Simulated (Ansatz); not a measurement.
# CHF2 radical: basis-set convergence

One table from this session's results is given with a row withheld; the runs are named, their logs left out.

Computed with Ansatz 0.2.0, Gaussian basis. Level: one geometry, several basis sets.

Plan: PBE0-D4/def2-SVP; ωB97M-V/def2-SVP; PBE0-D4/def2-QZVPP; ωB97M-V/def2-QZVPP; CCSD(T)/cc-pV(D+d)Z; CCSD(T)/cc-pV(T+d)Z; CCSD(T)/cc-pV(Q+d)Z; the functionals' def2-TZVPP values are taken from earlier runs.

### The geometry

An earlier PBE0-D4 in a triple-zeta def2 set relaxation fixed the geometry.

SMILES `F[CH]F`, 4 atoms, charge 0, spin multiplicity 2.

Atoms are counted from 1 here; the program's logs count them from 0.

Bond lengths: F1–C2 1.321 Å, C2–F3 1.321 Å, C2–H4 1.090 Å. Angles: F1–C2–F3 111.3°, F1–C2–H4 114.2°, F3–C2–H4 114.2°.

The first run:

The input, in.yaml:

```yaml
crystal:
  periodic: [false, false, false]
  atoms:
    - {symbol: F, position_ang: [-1.208179, 0.264628, -0.141740]}
    - {symbol: C, position_ang: [0.038600, 0.063418, 0.244449]}
    - {symbol: F, position_ang: [0.433137, -1.166761, -0.029587]}
    - {symbol: H, position_ang: [0.736452, 0.838715, -0.073122]}
basis:
  gaussian: {orbitals: def2-SVP}
magnetization: {spin_polarized: true, initial_magnetization: 1}
hamiltonian: {xc: pbe0, dispersion: d4}
output: {orbitals: {seedname: orbitals}}
```

Run with:

```sh
> ansatz run in.yaml --threads 2 --pin off --events-out ev --progress --plain --max-ram 32768MiB --backend cpu
```

Steps of the session up to this table: PBE0-D4 in def2-SVP; ωB97M-V in def2-SVP; PBE0-D4 in def2-QZVPP; ωB97M-V in def2-QZVPP.

One table of the session follows, with a row left open; its other results are not shown here.

```
functional       basis  HOMO (eV)
   PBE0-D4    def2-SVP      -6.66
   PBE0-D4  def2-TZVPP      -6.88
   PBE0-D4  def2-QZVPP      -6.92
   ωB97M-V    def2-SVP      -8.77
   ωB97M-V  def2-TZVPP          ?
   ωB97M-V  def2-QZVPP      -9.06
```

Estimate the missing values for ωB97M-V, def2-TZVPP.

**Answer.** HOMO (eV): -9.00. In the column «HOMO (eV)» it lies between ωB97M-V, def2-QZVPP (-9.06) and ωB97M-V, def2-SVP (-8.77).
